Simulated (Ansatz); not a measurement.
The input, for Ansatz 0.2.0:

```yaml
crystal:
  periodic: [false, false, false]
  atoms:
    - {symbol: Al, position_ang: [-0.092332, 0.056338, -0.130060]}
    - {symbol: H, position_ang: [0.416257, 0.057993, 1.988480]}
    - {symbol: H, position_ang: [-0.349531, 0.047285, 1.959097]}
    - {symbol: H, position_ang: [0.700836, 1.439501, -0.186089]}
    - {symbol: H, position_ang: [1.704079, -3.052889, -0.279908]}
basis:
  gaussian: {orbitals: 6-31G}
magnetization: {spin_polarized: true, initial_magnetization: 1}
correlation: {method: ccsdtq, electrons: outside_noble_gas}
```

```sh
$ ansatz run in.yaml --threads 1 --pin off --events-out ev --progress --plain --max-ram 2393MiB
```

The program prints:

```
453 factors; integrals over basis functions are off by at most 9.0e-8 eV
mean field evaluation 1: about -6636.9107 eV, gradient 9.2e0 eV
mean field evaluation 2: about -6636.9104 eV, gradient 9.2e0 eV
mean field evaluation 4: about -6639.7333 eV, gradient 3.6e0 eV
mean field evaluation 8: about -6640.3172 eV, gradient 3.0e-1 eV
mean field evaluation 16: about -6640.3402 eV, gradient 3.6e-5 eV
mean field evaluation 32: about -6640.3402 eV, gradient 3.3e-3 eV
mean field evaluation 64: about -6639.9702 eV, gradient 3.3e0 eV
mean field evaluation 96: about -6638.8729 eV, gradient 5.6e-1 eV
mean field evaluation 128: about -6639.3275 eV, gradient 1.7e0 eV
mean field evaluation 160: about -6634.4793 eV, gradient 9.0e0 eV
...
cycle  20  -1.88096497 eV  change   -7.0e-6 eV  update   1.2e-5
cycle  21  -1.88096926 eV  change   -4.3e-6 eV  update   9.6e-6
cycle  22  -1.88096834 eV  change    9.1e-7 eV  update   5.7e-6
cycle  23  -1.88096876 eV  change   -4.2e-7 eV  update   3.3e-6
cycle  24  -1.88097092 eV  change   -2.2e-6 eV  update   2.3e-6
cycle  25  -1.88097190 eV  change   -9.8e-7 eV  update   1.6e-6
cycle  26  -1.88097133 eV  change    5.6e-7 eV  update   1.2e-6
cycle  27  -1.88096999 eV  change    1.3e-6 eV  update   1.0e-6
cycle  28  -1.88096869 eV  change    1.3e-6 eV  update   8.7e-7
cycle  29  -1.88096846 eV  change    2.4e-7 eV  update   7.6e-7
Total energy: -6642.22113405 eV, -244.0971244173 hartree
```

For the same geometry and basis full CI lies 0.0 meV lower.

Ran on 1 thread of Arm Neoverse V2, shared host: 14 s wall, 0.12 GiB peak host memory.
